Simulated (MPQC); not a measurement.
**One shape, several levels: C2H2S− (SMILES C=[C][S-])**

We compute a comparison of 5 runs (UHF/STO-3G, UHF/3-21G, UHF/def2-SVP, UB3LYP/3-21G, UPBE0/def2-SVP) of C2H2S−. 

Program for the calculation: MPQC 2.3.1.

**1. Starting point**

C2H2S−: 5 atoms, total charge -1, spin state doublet. As SMILES, `C=[C][S-]`. Geometry: relaxed at GFN2-xTB.

Bond lengths: C1–C2 1.318 Å, C2–S3 1.658 Å, C1–H4 1.099 Å, C1–H5 1.089 Å. Angles: C1–C2–S3 138.8°, C2–C1–H4 125.4°, C2–C1–H5 120.6°, H4–C1–H5 113.9°.

**2. Energy and forces at UHF/STO-3G (run 1)**

job.in

```
% C2H2S
molecule<Molecule>: (
    symmetry = c1
    unit = angstrom
    { atoms geometry } = {
        C  [ 0.540740    -0.202790    -0.005130 ]
        C  [ -0.712310    -0.058610     0.375730 ]
        S  [ -2.049070     0.827820    -0.044820 ]
        H  [ 1.022830     0.340820    -0.829520 ]
        H  [ 1.197810    -0.907250     0.503740 ]
    }
)
basis<GaussianBasisSet>: (
    name = "STO-3G"
    molecule = $:molecule
    basisdir = "."
    puream = yes
)
mpqc: (
    checkpoint = no
    savestate = no
    restart = no
    do_energy = yes
    do_gradient = yes
    optimize = no
    mole<UHF>: (
        molecule = $:molecule
        basis = $:basis
        total_charge = -1
        multiplicity = 2
        memory = 1000000000
        print_evals = yes
        print_npa = yes
        maxiter = 120
        value_accuracy = 1e-08
        guess_wavefunction<UHF>: (
            molecule = $:molecule
            total_charge = -1
            multiplicity = 2
            memory = 1000000000
            value_accuracy = 1e-3
            basis<GaussianBasisSet>: (
                name = "STO-3G"
                molecule = $:molecule
            )
        )
    )
)
```

The basis set STO-3G is read from a file made from the Basis Set Exchange's data (not shown).

Started as:

```
$ mpqc job.in > job.out
```

Standard output:

```text
MPQC: Massively Parallel Quantum Chemistry
[...]
  <S^2>      = 0.845203
  total scf energy = -468.8873761266
[...]
Value of the MolecularEnergy: -468.8873761266
  Gradient of the MolecularEnergy:
      1   -0.0248930545
      2    0.0075386049
      3    0.0024584282
      4    0.0195106382
      5   -0.0126868009
      6    0.0058129148
      7    0.0016481359
      8    0.0030495203
      9   -0.0041603149
     10    0.0050899749
     11    0.0065428725
     12   -0.0096587748
[...]
      symmetry = c1
[...]
      nbasis = 21
[...]
    nalpha = 16
    nbeta = 15
[...]
```

Wall time 0.42 s (1 thread of Arm Neoverse N1, shared host).

**3. Energy and gradient at UHF/3-21G (run 2)**

run.in

```
molecule<Molecule>: (
  symmetry = c1
  unit = bohr
  { atoms geometry } = {
    C  [ 1.02185050    -0.38321756    -0.00969430 ]
    C  [ -1.34607082    -0.11075685     0.71002680 ]
    S  [ -3.87218111     1.56435308    -0.08469752 ]
    H  [ 1.93286857     0.64405646    -1.56756561 ]
    H  [ 2.26353285    -1.71445403     0.95193064 ]
  }
)
basis<GaussianBasisSet>: (
  name = "3-21G"
  molecule = $:molecule
  basisdir = "."
  puream = yes
)
mpqc: (
  checkpoint = no
  savestate = no
  restart = no
  do_energy = yes
  do_gradient = yes
  optimize = no
  mole<UHF>: (
    molecule = $:molecule
    basis = $:basis
    total_charge = -1
    multiplicity = 2
    memory = 1000000000
    print_evals = yes
    print_npa = yes
    maxiter = 120
    value_accuracy = 1e-08
    guess_wavefunction<UHF>: (
      molecule = $:molecule
      total_charge = -1
      multiplicity = 2
      memory = 1000000000
      value_accuracy = 1e-3
      basis<GaussianBasisSet>: (
        name = "STO-3G"
        molecule = $:molecule
      )
    )
  )
)
```

The basis set 3-21G is read from a file made from the Basis Set Exchange's data (not shown).

Started as:

```
$ mpqc -o run.out run.in
```

Standard output:

```text
MPQC: Massively Parallel Quantum Chemistry
[...]
  <S^2>      = 0.858521
  total scf energy = -471.9775862448
[...]
Value of the MolecularEnergy: -471.9775862448
  Gradient of the MolecularEnergy:
      1   -0.0260784023
      2    0.0092744659
      3    0.0010365218
      4   -0.0357726591
      5    0.0195886557
      6   -0.0066407933
      7    0.0494793537
      8   -0.0286768183
      9    0.0109024082
     10    0.0095340031
     11    0.0033123190
     12   -0.0079508811
[...]
      symmetry = c1
[...]
      nbasis = 35
[...]
    nalpha = 16
    nbeta = 15
[...]
```

Wall time 3 s (1 thread of Arm Neoverse N1, shared host).

Run 3 isn't shown in full; the table further down has it.

**4. Energy and gradient at UB3LYP/3-21G (run 4)**

mol.in

```
% emacs should use -*- KeyVal -*- mode
molecule<Molecule>: (
   symmetry = c1
   unit = angstrom
   { atoms geometry } = {
      C  [ 0.540740    -0.202790    -0.005130 ]
      C  [ -0.712310    -0.058610     0.375730 ]
      S  [ -2.049070     0.827820    -0.044820 ]
      H  [ 1.022830     0.340820    -0.829520 ]
      H  [ 1.197810    -0.907250     0.503740 ]
   }
)
basis<GaussianBasisSet>: (
   name = "3-21G"
   molecule = $:molecule
   basisdir = "."
   puream = yes
)
mpqc: (
   checkpoint = no
   savestate = no
   restart = no
   do_energy = yes
   do_gradient = yes
   optimize = no
   mole<UKS>: (
      molecule = $:molecule
      basis = $:basis
      total_charge = -1
      multiplicity = 2
      memory = 1000000000
      print_evals = yes
      print_npa = yes
      maxiter = 120
      value_accuracy = 1e-08
      functional<StdDenFunctional>: ( name = "B3LYP" )
      integrator<RadialAngularIntegrator>: ( grid = xfine )
      guess_wavefunction<ExtendedHuckelWfn>: (
         molecule = $:molecule
         total_charge = -1
         multiplicity = 2
         basis<GaussianBasisSet>: (
            name = "STO-3G"
            molecule = $:molecule
         )
      )
   )
)
```

The basis set 3-21G is read from a file made from the Basis Set Exchange's data (not shown).

Started as:

```
$ mpqc -o mol.out mol.in
```

Standard output:

```text
MPQC: Massively Parallel Quantum Chemistry
[...]
  USCF::init: total charge = -1
[...]
  Integrated electron density error = -0.000583410880
  iter     1 energy = -423.2137131170 delta = 2.29297e-01
  Integrated electron density error = -0.000183184123
  iter     2 energy = -467.3129394395 delta = 3.34774e-01
[...]
  Integrated electron density error = -0.000000028393
  iter    38 energy = -473.1680449928 delta = 1.21013e-08
  Integrated electron density error = -0.000000028393
  iter    39 energy = -473.1680449928 delta = 1.28892e-08
  Integrated electron density error = -0.000000028393
  iter    40 energy = -473.1680449928 delta = 1.07853e-08
[...]
  <S^2>      = 0.755374
  total scf energy = -473.1680449928
[...]
  Integrated electron density error = -0.000000028927
  Total Gradient:
[...]
Value of the MolecularEnergy: -473.1680449928
  Gradient of the MolecularEnergy:
      1   -0.0208213429
      2    0.0071801775
      3    0.0010565830
      4   -0.0183278264
      5    0.0157043653
      6   -0.0098135853
      7    0.0408042804
      8   -0.0238762679
      9    0.0092456079
     10    0.0019680431
     11   -0.0012870943
     12    0.0005534471
[...]
        symmetry = c1
[...]
        nbasis = 35
[...]
      nalpha = 16
      nbeta = 15
[...]
```

It took 40 s on 1 thread of Arm Neoverse N1, shared host.

**5. Energy and forces at UPBE0/def2-SVP (run 5)**

run.in

```
% emacs should use -*- KeyVal -*- mode
molecule<Molecule>: (
  symmetry = c1
  unit = bohr
  { atoms geometry } = {
    C  [ 1.02185050 -0.38321756 -0.00969430 ]
    C  [ -1.34607082 -0.11075685 0.71002680 ]
    S  [ -3.87218111 1.56435308 -0.08469752 ]
    H  [ 1.93286857 0.64405646 -1.56756561 ]
    H  [ 2.26353285 -1.71445403 0.95193064 ]
  }
)
basis<GaussianBasisSet>: (
  name = "def2-SVP"
  molecule = $:molecule
  basisdir = "."
  puream = yes
)
mpqc: (
  checkpoint = no
  savestate = no
  restart = no
  do_energy = yes
  do_gradient = yes
  optimize = no
  mole<UKS>: (
    molecule = $:molecule
    basis = $:basis
    total_charge = -1
    multiplicity = 2
    memory = 1000000000
    print_evals = yes
    print_npa = yes
    maxiter = 120
    value_accuracy = 1e-08
    functional<SumDenFunctional>: (
      a0 = 0.25
      coefs = [ 0.75 1 ]
      funcs: [ <PBEXFunctional>: () <PBECFunctional>: () ]
    )
    integrator<RadialAngularIntegrator>: ( grid = xfine )
    guess_wavefunction<UHF>: (
      molecule = $:molecule
      total_charge = -1
      multiplicity = 2
      memory = 1000000000
      value_accuracy = 1e-3
      basis<GaussianBasisSet>: (
        name = "STO-3G"
        molecule = $:molecule
      )
    )
  )
)
```

The basis set def2-SVP is read from a file made from the Basis Set Exchange's data (not shown).

Started as:

```
$ mpqc run.in > run.out
```

Standard output:

```text
MPQC: Massively Parallel Quantum Chemistry
[...]
  Integrated electron density error = -0.000055369711
  iter     1 energy = -474.6712956583 delta = 1.68989e-01
  Integrated electron density error = -0.000004153503
  iter     2 energy = -475.1068629933 delta = 4.32216e-02
[...]
  Integrated electron density error = 0.000000042870
  iter    25 energy = -475.1383868289 delta = 2.98421e-08
  Integrated electron density error = 0.000000042870
  iter    26 energy = -475.1383868289 delta = 1.52161e-08
  Integrated electron density error = 0.000000042870
  iter    27 energy = -475.1383868289 delta = 1.55013e-08
[...]
  <S^2>      = 0.757454
  total scf energy = -475.1383868289
[...]
  Integrated electron density error = 0.000000042449
  Total Gradient:
[...]
Value of the MolecularEnergy: -475.1383868289
  Gradient of the MolecularEnergy:
      1   -0.0271392978
      2    0.0084926846
      3    0.0022835074
      4    0.0272966475
      5   -0.0092330323
      6   -0.0014558263
      7    0.0061521573
      8   -0.0007147652
      9   -0.0018611828
     10    0.0003614418
     11   -0.0045391646
     12    0.0049358533
[...]
        symmetry = c1
[...]
        nbasis = 56
[...]
      nalpha = 16
      nbeta = 15
[...]
```

It took 91 s on 1 thread of Arm Neoverse N1, shared host.

**6. All runs side by side**

```csv
run,level,starting guess,integration grid,energy (Eh),⟨S²⟩,largest force (eV/Å),wall time
1,UHF/STO-3G,STO-3G,–,-468.887376,0.845,1.343,0.42 s
2,UHF/3-21G,STO-3G,–,-471.977586,0.859,2.994,3 s
3,UHF/def2-SVP,3-21G,–,-474.182495,0.827,1.682,11 s
4,UB3LYP/3-21G,huckel STO-3G,xfine,-473.168045,0.755,2.477,40 s
5,UPBE0/def2-SVP,STO-3G,xfine,-475.138387,0.757,1.484,91 s
```

**7. Summary of results**

```
                       quantity          value
            run 5: total energy  -475.13839 Eh
                    run 5: ⟨S²⟩          0.757
run 5: largest force on an atom     1.484 eV/Å
```

**Reading.** Totals of different functionals can't be ranked against each other. In run 1 the basis is minimal, so the values are rough. Spin contamination of the reference: run 2 ⟨S²⟩ = 0.86. All runs together took 2.4 min, the longest 91 s.
